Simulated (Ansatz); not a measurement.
# C3H7O radical: a ladder of functionals and wavefunction methods

One table from this session's results is given with a row withheld; the runs are named, their logs left out.

The runs use Ansatz 0.2.0, Gaussian basis; functionals in def2-TZVPP, the program's frozen cores in correlated methods.

Levels to be run: LDA (SPW92), PBE-D4, revPBE-D4, BLYP-D4, r2SCAN-D4, B97M-V, PBE0-D4, B3LYP-D4, r2SCANh-D4, r2SCAN0-D4, HSE06-D4, BHLYP-D4, CAM-B3LYP-D4, LC-ωPBE, ωB97X-V, ωB97M-V, B2PLYP, PBE-QIDH; CCSD(T)/def2-SVP; CCSD(T)/def2-TZVPP; MP2/def2-QZVPP; extrapolation to the limit; RPA on PBE.

## The relaxed structure

All runs share one geometry, relaxed beforehand with PBE0-D4 in a triple-zeta def2 set.

SMILES `[CH2]OCC`, 11 atoms, charge 0, spin multiplicity 2.

Atoms are counted from 1 here; the program's logs count them from 0.

Bond lengths: C1–O2 1.345 Å, C1–H5 1.081 Å, C1–H6 1.086 Å, O2–C3 1.417 Å, C3–C4 1.505 Å, C3–H7 1.097 Å, C3–H8 1.098 Å, C4–H9 1.091 Å, C4–H10 1.092 Å, C4–H11 1.092 Å. Angles: O2–C1–H5 114.2°, O2–C1–H6 118.7°, H5–C1–H6 121.6°, C1–O2–C3 115.0°, O2–C3–C4 108.7°, O2–C3–H7 109.1°, O2–C3–H8 109.1°, C4–C3–H7 111.2°, C4–C3–H8 111.0°, H7–C3–H8 107.8°, C3–C4–H9 110.7°, C3–C4–H10 110.8°, C3–C4–H11 110.1°, H9–C4–H10 108.4°, H9–C4–H11 108.4°, H10–C4–H11 108.5°.

The first run:

Contents of in.yaml:

```yaml
crystal:
  periodic: [false, false, false]
  atoms:
    - {symbol: C, position_ang: [-1.119584, 1.681649, 0.210611]}
    - {symbol: O, position_ang: [-0.326630, 0.809837, -0.436648]}
    - {symbol: C, position_ang: [0.141906, -0.272095, 0.349460]}
    - {symbol: C, position_ang: [0.969195, -1.178805, -0.522077]}
    - {symbol: H, position_ang: [-1.508281, 2.474180, -0.412530]}
    - {symbol: H, position_ang: [-1.646213, 1.346321, 1.098901]}
    - {symbol: H, position_ang: [0.733579, 0.121821, 1.185099]}
    - {symbol: H, position_ang: [-0.719069, -0.808217, 0.771119]}
    - {symbol: H, position_ang: [1.822792, -0.640179, -0.937555]}
    - {symbol: H, position_ang: [0.373465, -1.570439, -1.348683]}
    - {symbol: H, position_ang: [1.344340, -2.021075, 0.063001]}
basis:
  gaussian: {orbitals: def2-TZVPP}
magnetization: {spin_polarized: true, initial_magnetization: 1}
hamiltonian: {xc: lda}
output: {orbitals: {seedname: orbitals}}
```

Launch:

```sh
> ansatz run in.yaml --threads 4 --pin off --events-out ev --progress --plain --max-ram 10444MiB
```

Steps of the session up to this table: LDA; PBE-D4 (GGA); revPBE-D4 (GGA); BLYP-D4 (GGA); r2SCAN-D4 (meta-GGA); B97M-V (meta-GGA); B3LYP-D4 (hybrid); r2SCANh-D4 (hybrid); r2SCAN0-D4 (hybrid); HSE06-D4 (hybrid); BHLYP-D4 (hybrid); CAM-B3LYP-D4 (range-separated); LC-ωPBE (range-separated); ωB97X-V (range-separated); ωB97M-V (range-separated); B2PLYP (double hybrid); PBE-QIDH (double hybrid).

One of the session's tables, all rows but one given; the rest of the session is left out.

It belongs to the step «Orbital energies across the functionals». 

```
  functional  HOMO (eV)  gap (eV)
 LDA (SPW92)      -3.61      1.27
      PBE-D4      -3.59      1.76
   revPBE-D4          ?         ?
     BLYP-D4      -3.45      1.60
   r2SCAN-D4      -3.99      2.85
      B97M-V      -3.86      2.28
     PBE0-D4      -5.03      4.47
    B3LYP-D4      -4.75      3.70
  r2SCANh-D4      -4.54      3.82
  r2SCAN0-D4      -5.36      5.27
    HSE06-D4      -4.62      3.66
    BHLYP-D4      -6.37      6.88
CAM-B3LYP-D4      -6.43      6.86
     LC-ωPBE      -7.87      9.84
     ωB97X-V      -7.34      8.85
     ωB97M-V      -7.16      8.45
```

Estimate the missing values for revPBE-D4.

**Answer.** HOMO (eV): -3.54; gap (eV): 1.85. In the column «HOMO (eV)» it lies between PBE-D4 (-3.59) and BLYP-D4 (-3.45).
